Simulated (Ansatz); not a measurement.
All values below come from B3LYP-D3(BJ)/def2-TZVP in Ansatz (a quantum-chemistry and plane-wave program). No frequencies were computed at this level.

Ansatz 0.2 input:
```yaml
crystal:
  periodic: [false, false, false]
  atoms:
    - { symbol: O, position_ang: [0.481809, -0.000003, -0.000002] }
    - { symbol: H, position_ang: [-0.481809, 0.000003, 0.000002] }
basis:
  gaussian: { orbitals: def2-tzvp }
hamiltonian:
  xc: b3lyp
  dispersion: d3bj
relax:
  max_steps: 150
magnetization:
  spin_polarized: true
  initial_magnetization: 1
```

Output:

```
Functional definition: B3LYP
195 factors; their error is unknown
mean field evaluation 1: about -2060.4155 eV, gradient 2.0e1 eV
mean field evaluation 2: about -2059.5365 eV, gradient 2.6e1 eV
mean field evaluation 4: about -2061.7504 eV, gradient 5.0e-2 eV
mean field evaluation 8: about -2061.7518 eV, gradient 2.9e-3 eV
mean field -2061.75177559 eV, -75.7679802475 hartree, gradient 4.8e-5 eV, S^2 0.752319; 0 other end points of the search recorded, 0 dependent functions left out
reference -2061.75189707 eV, -75.7679847116 hartree; 5, 4 occupied and 32, 33 virtual orbitals, 195 factors
relax step   1: F+E_penalty+E_count = -2061.75846264 eV  Δ(F+E_penalty+E_count) = +0.000e0 eV  max|allowed force component| = 6.468e-1 eV/Å  Δτ_max = 0.0000 Å  (25 SCF iters, accepted)
these checks for a lower state are left out or cut short: starts, cluster_reference, orbital_swaps, neighbouring_geometries, increment
195 factors; their error is unknown
mean field evaluation 16: about -2061.7557 eV, gradient 3.6e-5 eV
mean field -2061.75565783 eV, -75.7681229170 hartree, gradient 6.5e-6 eV, S^2 0.752352; 0 other end points of the search recorded, 0 dependent functions left out
reference -2061.75578014 eV, -75.7681274117 hartree; 5, 4 occupied and 32, 33 virtual orbitals, 195 factors
relax step   2: F+E_penalty+E_count = -2061.76234572 eV  Δ(F+E_penalty+E_count) = -3.883e-3 eV  max|allowed force component| = 1.676e-1 eV/Å  Δτ_max = 0.0048 Å  (32 SCF iters, accepted)
these checks for a lower state are left out or cut short: starts, cluster_reference, orbital_swaps, neighbouring_geometries, increment
195 factors; their error is unknown
mean field -2061.75595012 eV, -75.7681336586 hartree, gradient 6.5e-6 eV, S^2 0.752364; 0 other end points of the search recorded, 0 dependent functions left out
reference -2061.75607272 eV, -75.7681381641 hartree; 5, 4 occupied and 32, 33 virtual orbitals, 195 factors
relax step   3: F+E_penalty+E_count = -2061.76263835 eV  Δ(F+E_penalty+E_count) = -2.926e-4 eV  max|allowed force component| = 5.056e-3 eV/Å  Δτ_max = 0.0017 Å  (30 SCF iters, accepted)
195 factors; their error is unknown
mean field evaluation 32: about -2061.7560 eV, gradient 3.5e-5 eV
mean field -2061.75595012 eV, -75.7681336586 hartree, gradient 6.5e-6 eV, S^2 0.752364; 1 other end points of the search recorded, 0 dependent functions left out
reference -2061.75607272 eV, -75.7681381641 hartree; 5, 4 occupied and 32, 33 virtual orbitals, 195 factors
Total energy: -2061.76276096 eV, -75.7683839521 hartree
Atom 0 at     0.488308    -0.000003    -0.000002 Å, force     0.005056    -0.000000    -0.000000 eV/Å
Atom 1 at    -0.488308     0.000003     0.000002 Å, force    -0.005056     0.000000     0.000000 eV/Å
Dipole moment:    -0.368435     0.000002     0.000002 e Å
```

Cost: very roughly 1.5 core-seconds.
